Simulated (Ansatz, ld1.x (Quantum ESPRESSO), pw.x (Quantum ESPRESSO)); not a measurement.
**Ag (fcc): variants of one RRKJ potential in the solid**

| Item | Value |
| --- | --- |
| Element | silver |
| Generator | ld1.x (Quantum ESPRESSO) 7.5 |
| Type | norm-conserving RRKJ (Kleinman–Bylander form) |
| Functional | PBEsol |
| Relativity | scalar-relativistic |
| Frozen core | [Kr] |
| Valence charge | 11 |
| Reference configuration | 4d10 5s0.75 5p0.25 |
| Partial waves | 5p (bound): rc 3.10 bohr; 4d (bound): rc 1.60 bohr; 5s (bound): rc 2.50 bohr |
| Local potential | the s channel |
| Core correction | none |
| rho0 | 0.005 |

Crystal test: fcc Ag in pw.x 7.5, no spin, 14³ k-points, Fermi–Dirac smearing 0.01 Ry, cutoffs set for each file from its atomic test. The reference is all-electron LAPW (Ansatz 0.2.0) with the same functional, mesh and smearing; V0 and B0 come from Birch–Murnaghan fits to the pressures at five volumes. Errors are pseudo minus all-electron; Δ is the rms difference of the E(V) curves that follow from these fits, minima aligned, over ±6 % about the mean V0. Mesh and smearing are coarse, so the numbers serve the comparison and aren't converged zero-temperature values; the lattice is a test structure that the element need not adopt.

All-electron: a0 = 4.054 Å (V0 = 16.66 Å³/atom), B0 = 118.5 GPa.

Base: The largest radius (3.10 bohr) exceeds half the bond length (2.71 bohr), so the spheres overlap, which is one possible source of error among others. This is a poor potential for the solid.

A dash in a converged row means that the minimum lies outside the volumes sampled.

| change | cutoffs (Ry) | pw.x | a0 (Å) | a0 error (%) | B0 error (%) | Δ (meV/atom) | mean pressure error (GPa) |
| --- | --- | --- | --- | --- | --- | --- | --- |
| base | 85/340 | converged | 4.113 | +1.44 | -6.7 | 18.3 | +5.34 |
| all radii scaled by about 0.77 (s 1.92, p 2.38, d 1.22 bohr) | 170/680 | converged | 4.108 | +1.32 | -5.0 | 17.0 | +4.95 |
| all radii scaled by about 0.95 (s 2.38, p 2.94, d 1.52 bohr) | 85/340 | converged | 4.117 | +1.55 | -7.1 | 19.7 | +5.77 |
| all radii scaled by about 1.20 (s 3.00, p 3.72, d 1.92 bohr) | 75/300 | converged | 4.058 | +0.09 | -0.4 | 1.2 | +0.34 |
| all radii scaled by about 1.35 (s 3.36, p 4.18, d 2.16 bohr) | 60/240 | converged | – | – | – | – | -7.33 |

Q: Give the row for: all radii scaled by about 1.10 (s 2.76, p 3.42, d 1.76 bohr).

A: pw.x: converged; mean pressure error (GPa): +3.24; a0 (Å): 4.090; a0 error (%): +0.89; B0 error (%): -4.0; Δ (meV/atom): 11.4.
